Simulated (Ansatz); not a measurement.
Geometry optimisation, Ansatz 0.2.0, RKS PBE-D4/def2-SVP.

Input file:

```yaml
crystal:
  periodic: [false, false, false]
  atoms:
    - { symbol: C, position_ang: [-0.3074, 1.3153, -1.1866] }
    - { symbol: C, position_ang: [0.1099, 0.49, -0.3538] }
    - { symbol: C, position_ang: [0.5489, -0.375, 0.4747] }
    - { symbol: "N", position_ang: [-0.0244, -1.521, 0.7385] }
    - { symbol: F, position_ang: [1.7306, -0.1386, 1.1324] }
    - { symbol: H, position_ang: [-0.4837, 2.4134, -0.9133] }
    - { symbol: H, position_ang: [-0.5727, 1.0665, -2.2083] }
    - { symbol: H, position_ang: [0.1831, -1.8833, 1.6497] }
    - { symbol: H, position_ang: [-1.0959, -1.4135, 0.6496] }
basis:
  gaussian: { orbitals: def2-SVP }
hamiltonian:
  xc: pbe
  dispersion: d4
relax:
  f_tol: 0.015
  max_steps: 40
output:
  orbitals: {}
```

Launched with:

```bash
$ ansatz run input.yaml --threads 1 --pin off --max-ram 2048MiB --backend cpu --events-out ev --progress --plain --runs-dir out
```

Question: Where does it end, and by what steps?

Answer: The forces met the threshold. After 16 steps the energy has fallen by 1.088 eV; F5 moved furthest, 0.37 Å.

```tsv
step	energy less start (eV)	largest force component (eV/Å)	accepted
0	0.0000	4.916	yes
1	-0.8709	1.451	yes
2	-1.0106	0.840	yes
3	-1.0312	1.120	yes
4	-1.0650	0.672	yes
5	-1.0783	0.188	yes
6	-1.0860	0.067	yes
7	-1.0872	0.038	yes
8	-1.0876	0.026	yes
9	-1.0876	0.030	yes
10	-1.0873	0.067	no
11	-1.0872	0.072	no
12	-1.0877	0.017	yes
13	-1.0878	0.077	yes
14	-1.0874	0.057	no
15	-1.0879	0.018	yes
16	-1.0880	0.012	yes
```

```xyz
9
Properties=species:S:1:pos:R:3
C -0.348 1.422 -1.205
C 0.126 0.550 -0.338
C 0.600 -0.407 0.451
N -0.051 -1.555 0.892
F 1.883 -0.372 0.891
H -0.763 2.400 -0.891
H -0.353 1.225 -2.296
H 0.016 -1.696 1.907
H -1.021 -1.614 0.573
```

Whether the end is a true minimum wasn't checked by a vibrational analysis.

The run took 28 s on 1 thread of Intel(R) Xeon(R) 6975P-C (Granite Rapids), with other jobs on the host, peak memory 0.14 GiB.
